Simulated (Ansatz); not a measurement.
CH5BN, SMILES B[N]C, a short molecular-dynamics run

Run with the Ansatz DFT code, driven from Python.

The script, `md_ch5bn.py`:
```python
"""Molecular dynamics of one CH5BN molecule."""

import ansatz as az
from ase import Atoms
import numpy as np

BASIS = "6-31G*"
XC = "pbe"
N_STEPS = 20
TEMPERATURE_K = 800


def main() -> None:
    atoms = Atoms(["B", "N", "C", "H", "H", "H", "H", "H"], positions=[
        [-0.3229, 0.9649, -0.8466],
        [0.8227, 0.2803, -0.2498],
        [0.3293, -0.7714, 0.6318],
        [-1.0615, 0.4372, -1.5496],
        [-0.5129, 2.1599, -0.6896],
        [-0.2394, -0.3329, 1.4789],
        [1.2708, -1.2818, 1.0875],
        [-0.194, -1.5134, 0.0817],
    ])
    ch5bn = az.Crystal.molecule_from_ase(atoms)

    model = (
        ch5bn.calculation()
        .basis(gaussian=BASIS)
        .functional(XC)
        .spin("collinear", total=1)
        .md("nvt_langevin", timestep=0.25, steps=N_STEPS, temperature=TEMPERATURE_K, initial_velocities="maxwell_boltzmann", seed=60, friction=0.05)
    )
    frames = []
    model.session().plan().execute(on_event=lambda e: frames.append(e["data"]) if e["event"] == "md_step" else None)
    print("t (fs)   E_pot (eV)      E_kin (eV)   T (K)   d(0-1) (A)")
    for f in frames[::3]:
        xyz = np.array(f["positions_ang"])
        print(f"{f['time_fs']:6.2f} {f['lagrangian_ev']:14.5f} {f['e_kin_ev']:10.5f} {f['temperature_k']:8.1f} {np.linalg.norm(xyz[0] - xyz[1]):9.4f}")
    print("mean temperature", round(float(np.mean([f["temperature_k"] for f in frames])), 1), "K")
    symbols = [site.symbol for site in ch5bn.cartesian_sites]
    with open("last_frame.xyz", "w") as handle:
        handle.write(f"{len(symbols)}\nt = {frames[-1]['time_fs']} fs\n")
        handle.writelines("{:2s} {:10.5f} {:10.5f} {:10.5f}\n".format(s, *xyz) for s, xyz in zip(symbols, frames[-1]["positions_ang"]))


if __name__ == "__main__":
    main()
```

`python md_ch5bn.py` gives:
```text
t (fs)   E_pot (eV)      E_kin (eV)   T (K)   d(0-1) (A)
  0.00    -3278.00935    0.72386    700.0    1.4619
  0.75    -3277.93495    0.70852    685.2    1.4649
  1.50    -3277.84162    0.59176    572.3    1.4678
  2.25    -3277.77637    0.49086    474.7    1.4699
  3.00    -3277.75097    0.53373    516.1    1.4694
  3.75    -3277.75654    0.58131    562.2    1.4670
  4.50    -3277.77774    0.55217    534.0    1.4652
mean temperature 556.0 K
```

File `last_frame.xyz` afterwards:
```text
8
t = 5.0 fs
B    -0.29666    0.97284   -0.84504
N     0.82460    0.26554   -0.22482
C     0.31607   -0.73791    0.61488
H    -1.12177    0.37478   -1.74182
H    -0.47344    2.10541   -0.65793
H    -0.29282   -0.28388    1.45114
H     1.09807   -1.35161    1.09486
H    -0.24980   -1.52016   -0.07951
```

Reading the output:
- Total energies depend on the basis set; only differences at equal settings carry meaning.
- The trajectory is only some femtoseconds long, so its temperature is not equilibrated; where the script doesn't relax first, it starts from a rough generated geometry.
- The species is open-shell (spin multiplicity 2).
- The printed temperature counts all 3N degrees of freedom under Langevin dynamics, so the first row lies under the target.
- It ran for 43 s on 1 thread of Arm Neoverse V1, with other jobs on the host, peak memory 0.19 GiB.

(Lines on the test bed's own set-up are left out of the output.)
